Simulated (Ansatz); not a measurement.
Compare A (`CCOC#N`) with its isomer B (`CC(=N)C=O`).

Calculated with Ansatz (gas phase, PBE0-D4/def2-TZVP geometries, no zero-point term in ΔE). CBS: MP2 limit from def2 TZ/QZ plus the TZ coupled-cluster correction, frozen cores. Functionals use def2-TZVPP. B3LYP here is the variant with VWN-RPA as its local correlation; programs differ in this. One conformer a species, not always the lowest.

Problem. Which isomer does CCSD(T)/CBS put lower? Give the gap. (Best estimate.)

Solution. The calculation gave: B, by 7.0 kcal/mol.

Problem. Give E(B) − E(A) in kcal/mol with CCSD/def2-TZVPP, LDA (SPW92), PBE-D4, ωB97M-V, HF/def2-TZVPP, MP2/def2-TZVPP, B3LYP-D4. (Estimate.)

Solution. Ansatz gave: CCSD/def2-TZVPP -5.8, LDA (SPW92) -9.0, PBE-D4 -9.0, ωB97M-V -7.3, HF/def2-TZVPP -3.9, MP2/def2-TZVPP -4.3, B3LYP-D4 -7.7. None reverses the order clearly.

Problem. Does the order hold for the free energy at 298.15 K (harmonic terms from PBE0-D4)? (Best estimate.)

Solution. Computed: Yes: G(B) − G(A) = -7.6 kcal/mol, for one conformer each.

Largest T1 diagnostic: 0.014.

Leaving LDA and LC-ωPBE aside and taking each functional with its dispersion term where it has one, the values, not all of them listed here, spread over 3.6 kcal/mol, from revPBE-D4 to B2PLYP. At CCSD(T), def2-SVP lies −1.2 kcal/mol from the extrapolated value and def2-TZVPP +0.6 kcal/mol.
